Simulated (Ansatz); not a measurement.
Conformers of `COCCF`, each relaxed with PBE0-D4/def2-TZVP in Ansatz. CBS adds the triple-zeta coupled-cluster correction to the MP2 limit.

Not all of them had a frequency check.

Conformer A:

Z-matrix (Å, degrees):
```
C
O 1 1.408
H 1 1.094 2 112.3
H 1 1.090 2 106.9 3 119.8
H 1 1.098 2 111.0 3 -121.6
C 2 1.400 1 114.6 3 68.6
C 6 1.507 2 114.7 1 -79.6
H 6 1.095 2 106.4 1 161.8
H 6 1.101 2 111.0 1 44.8
F 7 1.386 6 111.5 2 75.0
H 7 1.095 6 109.9 2 -165.7
H 7 1.094 6 110.5 2 -44.8
```

Conformer B:

```xyz
12

C     1.246   -1.234    0.702
O     0.839   -0.184   -0.132
C    -0.508    0.151    0.045
C    -0.818    1.283   -0.905
F    -2.142    1.644   -0.757
H     0.672   -2.150    0.504
H     1.128   -0.974    1.763
H     2.300   -1.426    0.499
H    -1.163   -0.706   -0.172
H    -0.707    0.469    1.080
H    -0.655    0.974   -1.941
H    -0.193    2.153   -0.686
```

Problem. Which is lowest in electronic energy at CCSD(T)/CBS (frozen core, def2 sets), and by how much? (An estimate is asked.)

Solution. Computed: B; A lies 0.9 kJ/mol higher. Gaps under about 2 kJ/mol don't settle the order.

Problem. Give the energies relative to B (kJ/mol) with ωB97X-V/def2-TZVPP, PBE0/def2-TZVPP, HF/def2-TZVPP, SCS-MP2/def2-TZVPP, CCSD/def2-TZVPP, CCSD(T)/def2-TZVPP, MP2/def2-QZVPP. (Estimate.)

Solution. Computed: 
```tsv
level	A
ωB97X-V/def2-TZVPP	-0.4
PBE0/def2-TZVPP	0.6
HF/def2-TZVPP	5.7
SCS-MP2/def2-TZVPP	1.5
CCSD/def2-TZVPP	1.4
CCSD(T)/def2-TZVPP	0.5
MP2/def2-QZVPP	0.8
```
